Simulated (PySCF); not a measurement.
## Isomerisation enthalpies of C2H6S

**What was measured.**

From CRC Handbook of Chemistry and Physics, for the gas at 298.15 K: enthalpy of formation of `CCS` (ethanethiol) -46.1 kJ/mol; enthalpy of formation of `CSC` (dimethyl sulfide) -37.4 kJ/mol.

How close the calculation comes is told at the end.

Differences of these values give the isomerisation enthalpies. Geometries: GFN2-xTB; runs in PySCF, gas phase, with a dispersion term only where the level names one. Total electronic energies (Eh):

| SMILES | PBE0/pcSseg-1 |
| --- | --- |
| CCS | -477.74384 |
| CSC | -477.73994 |

Geometry of `CCS` (Å):
```
atom  x, y, z in Å
C1    -0.7926    0.5312    0.1011
C2     0.0980   -0.6775   -0.1095
S3     1.7155   -0.4998    0.7262
H4    -1.7637    0.3591   -0.3593
H5    -0.3494    1.4195   -0.3460
H6    -0.9388    0.7154    1.1631
H7    -0.3408   -1.5718    0.3318
H8     0.2882   -0.8595   -1.1673
H9     2.0972    0.5894    0.0620
```

Geometry of `CSC` (Å):
```
atom  x, y, z in Å
C1    -1.3699   -0.1001   -0.0372
S2     0.0823   -1.1200   -0.4162
C3     1.3746    0.0760    0.0226
H4    -1.3615    0.7886   -0.6623
H5    -2.2457   -0.7010   -0.2574
H6    -1.3590    0.1717    1.0149
H7     2.3282   -0.4051   -0.1647
H8     1.2763    0.9615   -0.5994
H9     1.2882    0.3345    1.0745
```

Zero-point and thermal terms are left out, so the computed numbers are electronic energies.

**Comparison with experiment**

Relative to `CCS`, the lowest by measurement, in kJ/mol (measured: enthalpies at 298.15 K; computed: electronic energies):

```
SMILES  measured  PBE0/pcSseg-1
   CCS       0.0            0.0
   CSC       8.7           10.2
```

Measured values: -46.1 kJ/mol (298.15 K; CRC Handbook of Chemistry and Physics) for the first row; the others come from the same table. Unsigned miss: PBE0/pcSseg-1 1.5 kJ/mol. One conformer stands for `CCS`, not necessarily the lowest, while the measurement averages over conformers. Where a level misses, the cause wasn't examined.
